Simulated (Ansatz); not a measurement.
**Al₂H (quartet): B2PLYP, PBE-QIDH over a scan of the distance Al1–Al2, 6-31G**

Aim: run Al₂H (quartet) with these functionals over a scan of the distance Al1–Al2, and hold them against the top wave-function level at the same points.

Program: Ansatz 0.2.0, Gaussian basis. Level of theory: 6-31G, all electrons in the functionals, frozen cores in the correlation of double hybrids and RPA. These are calculated values, not measurements.

Plan: B2PLYP, PBE-QIDH, at 1.910 Å; 2.099 Å; 2.360 Å; 2.554 Å; 2.870 Å; 3.215 Å; 3.831 Å; 4.282 Å; 5.239 Å; 6.453 Å; 7.967 Å.

20 further runs of the same task are left out: 18 that didn't finish, 2 set aside as unsound or not needed.

**1. What is computed**

The geometry derives from a PBE0/def2-TZVP stationary point (not a proven minimum). One bond is set to the value named and the two fragments are kept rigid.

3 atoms, charge 0, spin multiplicity 4.

Atoms are counted from 1 here; the program's logs count them from 0.

Bond lengths: Al1–Al2 2.360 Å, Al1–H3 1.583 Å. Angles: Al2–Al1–H3 180.0°.

No dispersion term is added.

The geometry shown and the zero of energy belong to the point 2.360 Å. The yardstick, FCI, and other wave-function levels (R restricted, U unrestricted, valence and pair active spaces) come from earlier runs.

**2. B2PLYP, 1.910 Å**

Contents of in.yaml:

```yaml
crystal:
  periodic: [false, false, false]
  atoms:
    - {symbol: Al, position_ang: [0.000000, 0.000000, 0.108918]}
    - {symbol: Al, position_ang: [0.000000, 0.000000, -1.801082]}
    - {symbol: H, position_ang: [0.000000, 0.000000, 1.692165]}
basis:
  gaussian: {orbitals: 6-31G}
magnetization: {spin_polarized: true, initial_magnetization: 3}
hamiltonian: {xc: {name: B2PLYP}}
correlation: {electrons: outside_noble_gas}
```

On the command line:

```console
ansatz run in.yaml --threads 1 --pin off --events-out ev --progress --plain --max-ram 2393MiB
```

The runs that follow: B2PLYP, 2.099 Å; B2PLYP, 2.360 Å; B2PLYP, 2.554 Å; B2PLYP, 2.870 Å; B2PLYP, 3.215 Å; B2PLYP, 3.831 Å; B2PLYP, 4.282 Å; B2PLYP, 5.239 Å; B2PLYP, 6.453 Å; B2PLYP, 7.967 Å; PBE-QIDH, 1.910 Å; PBE-QIDH, 2.099 Å; PBE-QIDH, 2.360 Å; PBE-QIDH, 2.554 Å; PBE-QIDH, 2.870 Å; PBE-QIDH, 3.215 Å; PBE-QIDH, 3.831 Å; PBE-QIDH, 4.282 Å; PBE-QIDH, 5.239 Å; PBE-QIDH, 6.453 Å; PBE-QIDH, 7.967 Å.

**Question.** What will the summary of the whole plan be? Wanted: span of the FCI curve; largest miss, B2PLYP; largest miss, PBE-QIDH.

As calculated:

| quantity | value |
| --- | --- |
| span of the FCI curve | 52.7 kcal/mol |
| largest miss, B2PLYP | +6.6 kcal/mol (3.215 Å) |
| largest miss, PBE-QIDH | +11.1 kcal/mol (3.215 Å) |

Of the functionals, B2PLYP keep the smallest largest miss at the points compared (at most 6.6 kcal/mol) and PBE-QIDH strays most (11.1 kcal/mol, at 3.215 Å). Functionals and the yardstick converge differently with the basis, so part of each miss in 6-31G is the basis.
